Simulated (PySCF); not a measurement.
Gas-phase reaction: Al + AlCl2F + 3 F → 2 AlClF2

Computed with PySCF and rigid-rotor harmonic-oscillator thermochemistry at 1 bar. The comparison is the NASA 1993 polynomial table, which mixes measured and estimated data. † marks an energy on the PBE0/def2-TZVP geometry and frequencies; other levels use their own. MP2 freezes the core. 6-31G* has spherical d functions here. Open shells (unrestricted): Al (multiplicity 2, electronic degeneracy 6), F (multiplicity 2, electronic degeneracy 6); the rest are closed-shell singlets. Spin-orbit splitting is ignored; it lowers the true energy and changes the entropy of Al, F. B3LYP is the form with VWN-RPA correlation. MP2 isn't extrapolated to the basis-set limit; its ΔH°(298 K) is -1748.7 kJ in def2-SVP and -1837.4 kJ in def2-TZVPP. The harmonic model lacks anharmonicity and excited electronic states, which grow with temperature; levels with a mode under 35 cm⁻¹ are left out. The table's entry may be an old estimate for AlCl2F, AlClF2 (not checked at source).

```csv
level,"ΔH°(298 K), kJ",minus table,"ΔG°(1000 K), kJ"
table,-1775.4,-,-1410.1
B3LYP/6-31G*,-1710.0,65.4,-1343.4
HF/6-31G*,-1300.1,475.3,-931.2
HF/def2-TZVP†,-1326.3,449.1,-960.3
M06-2X/def2-TZVP†,-1762.9,12.5,-1396.9
MP2/def2-SVP†,-1748.7,26.7,-1382.7
PBE/def2-SVP,-1762.9,12.5,-1398.3
PBE/def2-TZVP†,-1768.8,6.6,-1402.8
PBE0/def2-TZVP,-1709.8,65.6,-1343.8
LDA/def2-TZVP†,-1999.3,-223.9,-1633.3
ωB97X-V/def2-TZVP†,-1753.3,22.1,-1387.3
```
